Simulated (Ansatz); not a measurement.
A made-up structure of CH4LiS (charge +1), closed shell:

Li1  (-2.421, 0.178, -0.044)
C2  (-0.435, -0.104, -0.462)
S3  (0.718, -0.356, 0.809)
H4  (-0.459, -1.064, -0.989)
H5  (-3.748, 0.265, 0.828)
H6  (0.715, 0.809, 1.488)
H7  (1.981, -0.141, 0.343)
(Å)

It is relaxed with PBE-D4/def2-SVP and then PBE0-D4/def2-TZVP (Ansatz 0.2.0). Atoms count as bonded within 1.22 times the sum of their covalent radii (H–H: 0.88 Å). The end point is not checked to be a true minimum.

(1) Does its bonding change? (A judgement: the text doesn't fix the answer.)

Answers

(1) The calculation gives: Yes. Formed: C2–H5; broken: Li1–H5.

Where it ends: The first stage lowers the energy by 5.77 eV in 23 steps. It ends as CH₄LiS ([Li][CH2][SH2]), total charge +1:
```json
{"atom": "Li1", "x (Å)": "-2.5275", "y (Å)": "1.1584", "z (Å)": "-0.3432"}
{"atom": "C2", "x (Å)": "-1.0738", "y (Å)": "-0.2431", "z (Å)": "0.0092"}
{"atom": "S3", "x (Å)": "0.1788", "y (Å)": "0.0421", "z (Å)": "1.1740"}
{"atom": "H4", "x (Å)": "-0.6525", "y (Å)": "-0.5685", "z (Å)": "-0.9433"}
{"atom": "H5", "x (Å)": "-1.6600", "y (Å)": "-1.0581", "z (Å)": "0.4467"}
{"atom": "H6", "x (Å)": "0.8723", "y (Å)": "1.0786", "z (Å)": "0.6611"}
{"atom": "H7", "x (Å)": "1.2128", "y (Å)": "-0.8215", "z (Å)": "0.9684"}
```

Labels in which every atom is bracketed show which atoms are joined, not bond orders.

For scale, one of the runs: PBE0-D4/def2-TZVP relaxation, 106 basis functions, launched by `ansatz run in.yaml --threads 2 --pin off --events-out ev --progress --plain --max-ram 4352MiB`. Hardware: 2 CPU threads of an Arm Neoverse V2, shared host. Wall time about 9.5 s.
